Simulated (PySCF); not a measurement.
Process, species as SMILES: ClCl (Cl2) + [H][H] (H2) → 2 Cl (HCl)
B3LYP-D3(BJ)/def2-TZVP geometries, fixed; electronic energies without zero-point terms.

Basis-set convergence of the energy of full hydrogenation at PBE with PySCF. All functions are spherical. Density fitting with generated auxiliary sets. In sets without p functions on hydrogen, species with hydrogen take exact integrals. No added dispersion term, no relativity. Functions are those of the species that has most. Reference: the value in pcseg-4, -42.48 kcal/mol, itself unsure by roughly 0.11 kcal/mol (its mean distance from aug-pcseg-3, aug-cc-pV(Q+d)Z, cc-pV(5+d)Z).

```csv
basis,functions,energy of full hydrogenation (kcal/mol)
def2-SV(P),36,-35.54
6-31+G*,44,___
6-311+G**,60,___
"6-311++G(2d,2p)",70,-45.05
def2-TZVP,74,___
jun-cc-pV(T+d)Z,96,-43.12
def2-TZVPPD,102,-43.12
def2-QZVPPD,158,___
cc-pV(5+d)Z,200,-42.48
```

Question: What belongs in the gaps?

Answer: 
- 6-31+G*, energy of full hydrogenation (kcal/mol): -41.44
- 6-311+G**, energy of full hydrogenation (kcal/mol): -48.54
- def2-TZVP, energy of full hydrogenation (kcal/mol): -41.15
- def2-QZVPPD, energy of full hydrogenation (kcal/mol): -42.69
